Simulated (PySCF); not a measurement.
Core binding energy against partial charge

C4H3N.
Cartesian coordinates in Å at the GFN2-xTB level; atoms count from 1:
```xyz
8
C4H3N angstrom
N      2.4901   -0.4508   -0.6842
C      1.4725   -0.3394   -0.1700
C      0.2085   -0.1996    0.4689
C     -0.7374    0.8909    0.0138
C     -1.0563   -0.3071   -0.3556
H      0.2094   -0.5203    1.5090
H     -0.8975    1.9388    0.0504
H     -1.6803   -1.0031   -0.8569
```

Binding energies: delta-SCF UKS SCAN, pcX-2 on the ionised atom, pcseg-1 elsewhere, spin-free X2C in PySCF. Charges: PBE0/pcSseg-1 ground-state density, for the ionised atom.

```tsv
atom	environment	C 1s (eV)	Mulliken (e)	IAO (e)	Hirshfeld (e)	ESP (e)
C4	alkene CH carbon	291.87	-0.010	-0.121	-0.017	-0.169
C2	nitrile carbon	292.02	+0.141	+0.126	+0.066	+0.392
C3	sp3 carbon next to a nitrile	292.67	-0.223	-0.168	-0.029	-0.130
```

Task: Give the correlation coefficient and slope of binding energy on charge for each scheme.

Result: ESP: r = -0.27, slope -0.4 eV per e; Hirshfeld: r = -0.44, slope -3.7 eV per e; IAO: r = -0.47, slope -1.3 eV per e; Mulliken: r = -0.82, slope -1.9 eV per e. On 3 points no scheme stands out.

Task: The point-charge model writes a binding energy as kq + V + constant, with V the potential of the other atoms' charges at the site. What does it give with the Mulliken charges?

Result: V = Σ 14.40 eV Å × q/r over all other atoms: +0.52 eV at C4, -3.64 eV at C2, +3.10 eV at C3. Fitting binding energy − V to q gives k = 16.2 eV per e and leaves an rms residual of 0.84 eV, against 0.20 eV for the fit on q alone. The model has no term for differences in relaxation between sites.

Isolated species at its GFN2-xTB geometry, gas phase.
